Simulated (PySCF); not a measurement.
Gas-phase reaction: 2 (CH3)3Si + H2 → 2 (CH3)2Si + 2 CH4

Energies from PySCF, thermal terms from the rigid-rotor harmonic-oscillator model, ideal gas at 1 bar. † marks an energy on the PBE0/def2-TZVP geometry and frequencies; other levels use their own. MP2 and CCSD(T) freeze the core. Open shells (unrestricted): (CH3)3Si (multiplicity 2); the rest are closed-shell singlets. (CH3)3Si, (CH3)2Si: computed as isolated molecules; such fragments, hydroxides, amides, oligomers or adducts are transient or little studied in the gas. MP2 isn't extrapolated to the basis-set limit. CCSD(T) isn't extrapolated to the basis-set limit.

```tsv
level	ΔH°(298 K), kJ
BLYP/def2-TZVP†	54
CCSD(T)/def2-SVP†	___
MP2/def2-SVP†	___
MP2/def2-TZVPP†	___
PBE/def2-SVP	99
PBE/def2-TZVP†	103
PBE0/def2-SVP†	111
PBE0/def2-TZVP	___
```

What belongs in the gaps?


- CCSD(T)/def2-SVP†, ΔH°(298 K), kJ: 66
- MP2/def2-SVP†, ΔH°(298 K), kJ: 104
- MP2/def2-TZVPP†, ΔH°(298 K), kJ: 118
- PBE0/def2-TZVP, ΔH°(298 K), kJ: 117
